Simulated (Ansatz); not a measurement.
Run this with Ansatz 0.2.0 through its Python package and show what comes out.

`relaxed_scan_bh4n2.py`
```python
"""Relaxed scan of one distance in BH4N2."""

import logging
import sys

import ansatz
import numpy as np

logging.basicConfig(stream=sys.stdout, format="%(levelname)s:%(name)s:%(message)s")
log = logging.getLogger("calc")
log.setLevel(logging.INFO)

geometry_ang = [
    ("N", [-0.7188, 0.0269, -0.9342]),
    ("B", [-0.3688, -0.6704, 0.3201]),
    ("N", [0.9341, -0.3702, 0.9803]),
    ("H", [-1.6476, -0.2555, -1.2053]),
    ("H", [-0.8576, 1.0744, -0.7125]),
    ("H", [0.979, 0.6641, 1.2181]),
    ("H", [1.741, -0.5374, 0.2878]),
]
bh4n2 = ansatz.Crystal.molecule()
for symbol, xyz in geometry_ang:
    bh4n2 = bh4n2.atom(symbol, xyz)

setup = bh4n2.calculation().basis(gaussian="def2-SVP").functional("B3LYP").spin("collinear", total=1)
symbols = [site.symbol for site in bh4n2.cartesian_sites]
pairs = [(0, 1), (0, 3), (0, 4), (1, 2), (2, 5), (2, 6)]
print("held (A)   E (eV)        ", "  ".join(f"{symbols[i]}{i}-{symbols[j]}{j}" for i, j in pairs))
for length in [0.99, 1.08, 1.17, 1.3, 1.46]:
    data = setup.relax(constraints=[ansatz.DistanceConstraint((0, 4), at=length)], force_tolerance=0.02, max_steps=60).run(threads=1, pin="off").report
    xyz = np.array(data["positions_ang"])
    print(f"{length:6.2f} {data['free_energy_ev']:14.5f}  ", "  ".join(f"{np.linalg.norm(xyz[i] - xyz[j]):.3f}" for i, j in pairs))
```

```console
$ python relaxed_scan_bh4n2.py
held (A)   E (eV)         N0-B1  N0-H3  N0-H4  B1-N2  N2-H5  N2-H6
DeckWarning: relax.constraints: the input's atoms, or those drawn, lie off the distances that are held; a relaxation that starts there is brought onto them ahead of its first SCF, by positions alone, an atom by 4.48e-2 Å at the most. With the symmetry detection on, the symmetry is detected on the input's atoms as so [...]
  0.99    -3718.99960   1.404  1.011  0.990  1.403  1.018  1.011
  1.08    -3718.94769   1.400  1.011  1.080  1.402  1.018  1.011
  1.17    -3718.66417   1.395  1.011  1.170  1.401  1.019  1.011
  1.30    -3718.08530   1.383  1.010  1.300  1.399  1.019  1.011
  1.46    -3717.39825   1.359  1.011  1.460  1.391  1.019  1.011
```
(Warnings from the package without file and line, shortened, repeats left out.)

Reading the output:
- Total energies depend on the basis set; only differences at equal settings carry meaning.
- The energies are electronic: no zero-point or thermal terms, and the basis set is short of its limit.
- The run takes the species as open-shell (spin multiplicity 2), which needn't be its ground state.
- b3lyp holds the VWN-RPA fit, as in Gaussian; the form of ORCA and Turbomole is b3lyp5.
- Wall time of the script: 2.1 min on 1 thread of Arm Neoverse V1 (shared host), peak memory 0.21 GiB.
